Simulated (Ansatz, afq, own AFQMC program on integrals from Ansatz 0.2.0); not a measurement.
Integrals from Ansatz 0.2.0, then the random walk in our own AFQMC program (afq).

```yaml
crystal:
  periodic: [false, false, false]
  atoms:
    - {symbol: C, position_ang: [-2.110667, -2.078310, 1.552024]}
    - {symbol: C, position_ang: [-1.270436, -1.352435, 0.653677]}
    - {symbol: O, position_ang: [-0.640397, -0.353296, 0.982142]}
    - {symbol: H, position_ang: [-2.659160, -2.966144, 1.227319]}
    - {symbol: H, position_ang: [-2.202388, -1.733157, 2.585593]}
    - {symbol: H, position_ang: [-1.208250, -1.742858, -0.391156]}
basis:
  gaussian: {orbitals: def2-SVP}
magnetization: {spin_polarized: true, initial_magnetization: 1}
correlation: {method: ccsd_t, electrons: outside_noble_gas, hamiltonian_folder: ham}
```

```sh
$ ansatz run in.yaml --threads 2 --pin off --events-out ev --progress --plain --max-ram 34560MiB --backend cuda --devices 0, --max-vram 37GiB
```

Options of the walk:

```
--method free --trial cisd --walkers 4000 --time-step 0.03 --max-blocks 4000 --target-error 0.00048 --factor-cut 1e-05 --seed 7630 --times 0,0.21,0.42,0.81,1.2,1.8,2.4,3 --taylor-order 8
```

Times are imaginary, in 1/Eh. The walk had a cap of 198 s.

Log:

```
orbitals 54  electrons 9 8  factors 442 of 576
reference energy -152.18355295 Eh
CCSD correlation -0.44473789 Eh in 15 cycles, weight of the determinant in the CISD state 0.8308
repeat  energy at the last time / Eh  error
    10  -152.644602  0.000382
    20  -152.644472  0.000407
    30  -152.644061  0.000343
time / (1/Eh)  energy / Eh  error  mean overlap
  0.00  -152.628402  0.000101  1.2039
  0.21  -152.636768  0.000095  1.2040
  0.42  -152.640082  0.000082  1.2030
  0.81  -152.642570  0.000113  1.2021
  1.20  -152.643273  0.000199  1.2052
  1.80  -152.643751  0.000189  1.2122
  2.40  -152.643730  0.000367  1.2219
  3.00  -152.644128  0.000339  1.2280
energy -152.644128 +/- 0.000339 Eh
```

The run passed its tests (error under three times the target), which doesn't prove that it has relaxed.

Against this walk (error 9.2 meV) on the same determinant: CCSD(T) 69.7 meV higher, CCSDT(Q) 0.6 meV lower (within the noise). The error is statistical, and a free projection of finite length keeps a remainder of its start. The determinant has ⟨S²⟩ = 0.93, so the low cluster orders mix in higher spin, and so can this walk. None of these is a sure reference here.

Cautions: remainder of the start not in the error; start is not spin pure; unrestricted determinant spin contaminated (⟨S²⟩ 0.93 against 0.75).

The walk took 87 s on 1 × NVIDIA H100 80GB HBM3 with 4 threads of AMD EPYC 7R13 Processor (Zen 3), with other jobs on the host (the card was shared). The log's last line is the free-projection energy.

CCSDT and higher add their correlation energy to the determinant of the CCSD(T) run, since their own runs factorise the integrals more tightly (a shift of under 2 meV).
